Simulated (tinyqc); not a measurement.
Inside a calculation. Method: MP2 on RHF in the sto-3g basis, frozen core, for BH2+, spin multiplicity 1. One step of it, computed by the program tinyqc.

Task: Orthogonalisation. S = U s U^T; symmetric (Loewdin) form X = U s^(-1/2) U^T, so that X^T S X = 1.

overlap S:
```
           1B 1s     1B 2s    1B 2px     1B 2py    1B 2pz     2H 1s      3H 1s
1B 1s   1.000000  0.269328  0.000000   0.000000  0.000000  0.082676   0.068598
1B 2s   0.269328  1.000000  0.000000   0.000000  0.000000  0.525987   0.482922
1B 2px  0.000000  0.000000  1.000000   0.000000  0.000000  0.000000   0.000000
1B 2py  0.000000  0.000000  0.000000   1.000000  0.000000  0.487594  -0.463671
1B 2pz  0.000000  0.000000  0.000000   0.000000  1.000000  0.175629   0.166704
2H 1s   0.082676  0.525987  0.000000   0.487594  0.175629  1.000000   0.094780
3H 1s   0.068598  0.482922  0.000000  -0.463671  0.166704  0.094780   1.000000
```

Give: eigenvalues of S; X.

Result:

eigenvalues of S: 0.2527  0.2991  0.8861  1.0000  1.0587  1.6246  1.8789

X:
```
          1B 1s    1B 2s  1B 2px   1B 2py   1B 2pz    2H 1s    3H 1s
1B 1s    1.0318  -0.1686  0.0000  -0.0009  -0.0091   0.0259   0.0265
1B 2s   -0.1686   1.3452  0.0000   0.0359   0.1048  -0.4149  -0.3453
1B 2px   0.0000   0.0000  1.0000   0.0000   0.0000   0.0000   0.0000
1B 2py  -0.0009   0.0359  0.0000   1.3029   0.0103  -0.4187   0.3691
1B 2pz  -0.0091   0.1048  0.0000   0.0103   1.0347  -0.1359  -0.1170
2H 1s    0.0259  -0.4149  0.0000  -0.4187  -0.1359   1.3632  -0.0564
3H 1s    0.0265  -0.3453  0.0000   0.3691  -0.1170  -0.0564   1.2883
```
